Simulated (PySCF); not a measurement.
**Simulated absorption spectrum**

Compound: C3H5ClS.
InChI=1S/C3H5ClS/c1-3(4)5-2/h1H2,2H3

Computed with TDDFT wB97X-D/def2-SVPD, vertical, gas phase, core orbitals frozen in the response (PySCF 2.14.0, density-fitted response routines). Isolated species at its PBE0-D3(BJ)/def2-SVP geometry (one conformer only). Torsions of this conformer, `[CH2:1]=[C:2]([Cl:3])[S:4][CH3:5]`: C1–C2–S4–C5 -137°.

Each state is given a Gaussian of 0.3 eV full width at half maximum, with ε(max) = 2.175×10⁸ f / Δν̃ (Δν̃ the width in cm⁻¹). The width is an assumption, not a result. The curve ends short of the highest state used, and states not computed would add to its high-energy end.

```csv
λ (nm),ε (L mol⁻¹ cm⁻¹)
172.2,6450
173.9,4853
175.6,3183
177.2,2484
178.9,3192
180.6,5381
182.3,8412
184.0,11297
185.7,13279
187.4,14049
189.1,13526
190.8,11763
192.4,9270
194.1,6342
195.8,3780
197.5,1967
199.2,938
200.9,542
202.6,636
204.3,1154
205.9,1980
207.6,3074
209.3,4109
211.0,4748
212.7,4774
214.4,4203
216.1,3260
217.8,2242
219.5,1375
221.1,789
222.8,406
224.5,222
226.2,192
227.9,303
229.6,580
231.3,1059
233.0,1765
234.6,2609
236.3,3604
238.0,4542
239.7,5242
241.4,5560
243.1,5440
244.8,4925
246.5,4139
248.2,3240
249.8,2417
251.5,1661
253.2,1072
254.9,651
256.6,373
258.3,203
260.0,104
261.7,51
263.3,25
265.0,11
```

Question: Where are the band maxima, and which computed states make them?

Answer: 242 nm (5.13 eV), ε about 5600, made up of S1 (100%); 212 nm (5.85 eV), ε about 4800, made up of S2 (100%); 188 nm (6.61 eV), ε about 14000, made up of S3 (21%), S4 (46%) and S5 (32%) (ε in L mol⁻¹ cm⁻¹; maxima over ε = 5, shares over 10%). At its high-energy end, 7.20 eV, the curve is still rising (ε about 6400, from S6, S7 and S8). The states used: S1 5.13 eV (f 0.062); S2 5.85 eV (f 0.054); S3 6.48 eV (f 0.058); S4 6.58 eV (f 0.074); S5 6.74 eV (f 0.083); S6 7.10 eV (f 0.011); S7 7.21 eV (f 0.0076); S8 7.26 eV (f 0.063); S9 7.56 eV (f 0.025); S10 7.80 eV (f 0.037).

Question: Coming from long wavelengths, where does ε first pass 100 L mol⁻¹ cm⁻¹?

Answer: At about 260 nm (4.77 eV), 0.36 eV below S1.

Question: On this curve, what absorbance would a 10⁻⁴ mol/L sample give at 248 nm over a 1 cm path?

Answer: 248 nm is 4.999 eV, where ε is about 3300 L mol⁻¹ cm⁻¹, so A = ε c l ≈ 0.33 (Beer–Lambert, with the gas-phase spectrum and the assumed width).

Question: What would ε be at 6.61 eV, the highest of these maxima, with half the width (0.15 eV)?

Answer: About 15300 L mol⁻¹ cm⁻¹ against 14100, a factor of about 1.1; a lone state at its own centre would give exactly 2.

The vertical ionisation energy (ΔSCF) is 8.84 eV, 1.04 eV above S10.
